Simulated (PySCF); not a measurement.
Gas-phase reaction: 2 SiH2F + 4 HF → 2 SiH4 + 3 F2

Energies from PySCF, thermal terms from the rigid-rotor harmonic-oscillator model, ideal gas at 1 bar. † marks an energy on the PBE0/def2-TZVP geometry and frequencies. MP2 and CCSD(T) freeze the core. Open shells (unrestricted): SiH2F (multiplicity 2); the rest are closed-shell singlets. SiH2F: computed as isolated molecules; such fragments, hydroxides, amides, oligomers or adducts are transient or little studied in the gas. MP2 isn't extrapolated to the basis-set limit. CCSD(T) isn't extrapolated to the basis-set limit.

```csv
level,"ΔH°(298 K), kJ"
BLYP/def2-TZVP†,1376
CCSD(T)/def2-TZVPP†,…
HF/def2-TZVP†,…
MP2/def2-TZVPP†,1601
PBE/def2-TZVP†,…
PBE0/def2-QZVP†,1511
ωB97M-V/def2-TZVP†,1446
```

### Question
Some entries are withheld; supply them.

### Answer

- CCSD(T)/def2-TZVPP†, ΔH°(298 K), kJ: 1492
- HF/def2-TZVP†, ΔH°(298 K), kJ: 1673
- PBE/def2-TZVP†, ΔH°(298 K), kJ: 1384
